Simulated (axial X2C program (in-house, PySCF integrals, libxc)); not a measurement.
**Spectroscopic constants of C₂⁻**

Computed with an in-house all-electron X2C program for linear molecules (integrals from PySCF). Spin-free means the one-electron spin-free X2C Hamiltonian; two-component (2c) means X2C with spin–orbit coupling and atomic mean-field two-electron Coulomb and Gaunt terms, so the difference of the two also holds small scalar two-electron terms. Basis: C dyall-av3z [8s7p3d2f] (cores contracted in-house); Gaussian nuclei, density fitting, unrestricted open shells. Masses: C 12.000 u.

The run was started with this input:
```json
{"zs": [6, 6], "q": -1, "bas": ["dyall-av3z", "dyall-av3z"], "levels": ["PBE0", "HF", "PBE50"], "cc": true, "r0": 1.34, "thr": -2.0, "nmax": 90, "npts": 10, "nst": 2, "ntry": 6}
```
```bash
python so2c.py task.json out
```

Keys: zs atomic numbers; q charge; bas basis sets; levels methods; cc coupled cluster on or off; r0 starting distance in Å; thr threshold in hartree for freezing inner shells (an s shell follows its p shell); nmax most natural virtual spinors; npts points on the curve; nst determinants followed; ntry starts of the search. HF also brings MP2.

State, spin-free: M_S = 1/2, Λ = 0 (beyond evenly filled blocks: σα); electrons by block: σα: 5, σβ: 4, π+α: 1, π+β: 1, π-α: 1, π-β: 1. Fragments: C- + C.

State, 2c: Ω = 1/2 (⟨Sz⟩ = 0.50, ⟨Lz⟩ = 0.00 at PBE0); electrons by block: 1/2: 6, -1/2: 5, 3/2: 1, -3/2: 1. Fragments: C- + C.

```csv
Hamiltonian,level,Re (Å),ωe (cm⁻¹),ωexe (cm⁻¹),αe (cm⁻¹),De (eV),D0 (eV)
2c,PBE0,1.258,1857.0,10.7,0.0154,8.15,8.03
2c,PBE50,1.249,1910.1,10.4,0.015,7.63,7.51
```

Spin-free values that have a 2c row agree with it to the digits that matter (0.001 Å, 0.01 eV) and are not repeated.

One determinant describes the state; a PBE0 search over occupations chose it and may have missed a lower one. Dissociation energies refer to the lowest single-determinant-based atoms at the same level and basis. Density functionals use the spin component along the axis (collinear). The 2c atoms are single determinants rather than J levels; their spin–orbit lowering is only partly caught, and De is too large by that part. This holds for PBE0, PBE50. PBE0 can misorder states that lie within some tenths of an eV, so this need not be the ground state of the molecule. The nearest other 2c determinant of the search, Ω = 3/2, lies 0.47 eV up at the distance of the search. Without a current term, density functionals place determinants with orbital angular momentum somewhat too high.

No reliable constants came from CCSD (2c), CCSD (spin-free), CCSD(T) (2c), CCSD(T) (spin-free), HF (2c), HF (spin-free), MP2 (2c), MP2 (spin-free): no minimum in range, unconverged points, a curve that is not smooth, a change of character along it, or the two Hamiltonians disagreeing along it.

Rough cost a point (2c) on 1 thread(s) of a shared host, integrals apart: PBE0 0.5 s, PBE50 0.5 s.

The whole task took 100 s on 1 thread of Intel(R) Xeon(R) CPU @ 2.60GHz (Ice Lake), on a shared host.
